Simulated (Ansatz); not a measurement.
# [NH$_{2}$···H···Si], triplet: transfer scan

Starting geometry:

| atom | x (Å) | y (Å) | z (Å) |
| --- | --- | --- | --- |
| N | -1.9728 | -0.0126 | -0.0197 |
| H | -2.2700 | 0.9552 | -0.0197 |
| H | -2.2700 | -0.4149 | 0.8606 |
| H | -0.9603 | -0.0126 | -0.0197 |
| Si | 1.1812 | -0.0126 | -0.0197 |

From there H4 is moved from one fragment to the other while all else, the fragments' distance too, stays fixed; atoms are numbered as listed. Energies are in eV, counted from the starting geometry at the same level.

Basis cc-pVDZ; Ansatz 0.2.0. Only valence electrons are correlated (noble-gas cores frozen). R marks a restricted (for open shells ROHF) determinant, U an unrestricted one.

Unrestricted rows (U) aren't spin-pure: their determinants' ⟨S²⟩ exceeds S(S+1) by up to 0.17, so they mix in states of higher spin. For open shells CISD is restricted-active-space CI with the open shells as a complete middle space.

Full CI isn't at hand for all of this; UCCSDT(Q) serves as the reference, and is uncertain by about the last step of the cluster series. The frozen core follows each run's orbitals, which can shift R against U totals by a few meV.

```
distance N1-H4 (Å)  UCCSDT(Q)  error RHF  error UHF  error RMP2  error CISD  error UCCSD(T)  error RCCSDT
             0.942      0.150     -0.075     -0.074      -0.010      -0.023          -0.002        -0.001
             1.012      0.000      0.000      0.000       0.000       0.000           0.000         0.000
             1.113      0.169      0.119      0.115       0.020       0.040           0.003         0.002
             1.213      0.575      0.256      0.246       0.052       0.092           0.008         0.004
             1.313      1.069      0.427      0.389       0.105       0.164           0.020         0.007
             1.413      1.498      0.589      0.260       0.086       0.209           0.036         0.010
             1.514      1.733      0.315      0.069       0.309       0.202           0.029         0.006
             1.614      1.861      0.051     -0.126       0.271       0.104           0.021         0.002
             1.714      2.005     -0.123     -0.274       0.229       0.033           0.013        -0.001
```

Errors are those of relative energies. In total energy the starting point itself misses UCCSDT(Q) by: RHF 7.652, UHF 7.544, RMP2 1.123, CISD 0.805, UCCSD(T) 0.031, RCCSDT 0.012 eV.

Spread of the error over the points with a reference, to 1.714 Å (largest less smallest): RCCSDT 0.011, UCCSD(T) 0.038, CISD 0.232, RMP2 0.319, UHF 0.663, RHF 0.712 eV.
